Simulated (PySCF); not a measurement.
Computed with PBE-D3(BJ)/def2-TZVP // B3LYP-D3(BJ)/def2-TZVP in PySCF. Isolated molecules, 0 K electronic values unless said otherwise. One relaxed conformer stands for a flexible species; it need not be the lowest. 

Reference species (SMILES): `C#N` (neutral, multiplicity 1).

```
Property                  Value
----------------------  -------
HOMO–LUMO gap           8.18 eV
S1 oscillator strength    0.000
```

Changed species: `N#CB(O)O` (X = borono; the reference has X = H).

Problem. Give the shifts of the HOMO–LUMO gap and S1 oscillator strength.

Solution. the HOMO–LUMO gap falls by 1.94 eV, to 6.24 eV; the S1 oscillator strength hardly moves.
